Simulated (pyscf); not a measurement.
Thermochemistry of product channels of H₂N–Ti(Cl)(Cl)–Cl (SMILES [NH2][Ti]([Cl])([Cl])[Cl]) + HF (SMILES F) on the singlet surface, in kcal/mol, from ωB97M-D3(BJ)/def2-TZVP energies (ideal gas, 1 atm, RRHO with modes under 100 cm⁻¹ raised to 100, one conformer, R ln 2 for rigid chiral ones). PySCF, gas phase, ωB97X-D3(BJ)/def2-SVP geometries.

| products | ΔE | ΔH(298 K) | ΔG(600 K) | ΔG(900 K) |
|---|---|---|---|---|
| NH₃ (SMILES N) + F–Ti(Cl)(Cl)–Cl (SMILES [F][Ti]([Cl])([Cl])[Cl]) | -21.2 | -19.8 | -17.8 | -16.1 |
| H₂N–Ti(F)(Cl)–Cl (SMILES [NH2][Ti]([F])([Cl])[Cl]) + HCl (SMILES Cl) | -6.9 | -7.9 | -7.7 | -7.5 |

These are energies of the channels, which say nothing of barriers.
